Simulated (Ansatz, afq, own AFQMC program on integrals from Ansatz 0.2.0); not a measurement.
# AFQMC, coupled cluster and functionals along a coordinate of BGeH, triplet

```xyz
3

Ge    0.0000    0.0000    1.6897
B     0.0000    0.0000   -0.2506
H     0.0000    0.0000   -1.4391
```

The Ge1–B2 distance is changed with both sides rigid. Energies in mEh count from this geometry (1.940 Å) at the same level; the start stands on UHF, each point on the determinant named.

Basis cc-pVDZ. Only valence electrons are correlated. AFQMC by an in-house program on the Cholesky factors that Ansatz 0.2.0 writes for its CCSD(T) run. ph-AFQMC/CISD is guided by a CISD state made of CCSD amplitudes; releasing the constraint for a short imaginary time cuts its bias at the price of noise, slowly where states lie close. Uncertainties: one standard error, sampling alone. No spin–orbit coupling.

Cautions, each for one point or more: an unrestricted solution with more broken spin lies lower; higher spins were not checked; inner d shell frozen; lower spins were not checked; no relativity below Rb; no spin-orbit coupling; released walk and highest rung disagree; strong correlation; the ph-AFQMC/CISD walk drifts between its halves.

```json
{"r(Ge1–B2) / Å": "1.765", "det.": "UHF", "T1": "0.013", "weight": "0.90", "⟨S²⟩": "2.01", "MP2": "17.5", "PBE": "17.2", "CCSD(T)": "18.9"}
{"r(Ge1–B2) / Å": "2.186", "det.": "UHF", "T1": "0.029", "weight": "0.87", "⟨S²⟩": "2.02", "MP2": "13.6", "PBE": "11.1", "CCSD(T)": "10.7"}
{"r(Ge1–B2) / Å": "2.646", "det.": "UHF¶", "T1": "0.085", "weight": "0.77", "⟨S²⟩": "2.02", "MP2": "75.1", "PBE": "61.7", "CCSD(T)": "60.5"}
{"r(Ge1–B2) / Å": "3.617", "det.": "UHF", "T1": "0.013", "weight": "0.87", "⟨S²⟩": "2.01", "MP2": "115.9", "PBE": "132.1", "CCSD(T)": "107.1"}
```

(1) Estimate the curve of CCSDT(Q), counted from the same start.

Results:

(1) 
| r(Ge1–B2) / Å | det. | T1 | weight | ⟨S²⟩ | CCSDT(Q) | ph-AFQMC/CISD | released AFQMC |
| --- | --- | --- | --- | --- | --- | --- | --- |
| 1.765 | UHF | 0.013 | 0.90 | 2.01 | 19.1 | 19.4 ± 0.6 | – |
| 2.186 | UHF | 0.029 | 0.87 | 2.02 | 10.2 | 10.4 ± 0.7 | 10.9 ± 0.6* |
| 2.646 | UHF¶ | 0.085 | 0.77 | 2.02 | 58.4 | 63.5 ± 0.8 | 62.3 ± 1.1* |
| 3.617 | UHF | 0.013 | 0.87 | 2.01 | 107.8 | 108.0 ± 0.6 | 107.7 ± 0.6* |

Weight is that of the determinant in the CISD state; at the start T1 is 0.016 and the weight 0.89, and ⟨S²⟩ is 2.02. ¶ marks points with a poor determinant and no full CI, where no value is sure; they don't count among the departures. An asterisk marks released energies that aren't shown to be converged. A dash marks a missing value, a released energy that hasn't settled or a functional that sits on another state. Largest departures from CCSDT(Q), at the points where its series has closed: CCSD(T) -0.6 mEh at 3.617 (on UHF), ph-AFQMC/CISD 0.3 mEh at 1.765 (on UHF) (within the noise), MP2 8.1 mEh at 3.617 (on UHF), PBE 24.4 mEh at 3.617. Functionals count only at points shown to share the start's state and spin. In this small basis the wave-function levels are far from their limit, so their gap to the functionals isn't the functionals' error.

CCSDT and higher add their correlation energy to the determinant of the CCSD(T) run, since their own runs factorise the integrals more tightly (a shift of under 2 meV). A walk keeps the symmetry of its determinant, which the program's search chose and which needn't be the lowest solution, so a lower state of the same spin and another symmetry isn't excluded.
